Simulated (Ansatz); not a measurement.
For Zn (model structure, started from the beta-Sn type, I4₁/amd, No. 141, 2 atoms in the cell), PBEsol (Ansatz, a first-principles code, PAW) gives:

lattice constant a: 5.084 Å
lattice parameter c: 2.488 Å

### Question
What does r²SCAN in Ansatz (plane waves, PAW) give for the same quantities?

### Answer

- lattice constant a: 5.164 Å (rises by 1.6 %)
- lattice parameter c: 2.467 Å (shrinks by 0.8 %)

Changes are worked out from the printed values.

Unless a cell is named, each level is at its own relaxed cell (PBEsol 16.08, r²SCAN 16.45 Å³/atom).

Ansatz's density-functional and Hartree–Fock values are scalar-relativistic unless marked +SOC, with PAW data made under PBE.

A model structure was made by putting elements into a prototype or built by hand; it is no filed structure, need not be a known phase, and can be a saddle point held by its symmetry.
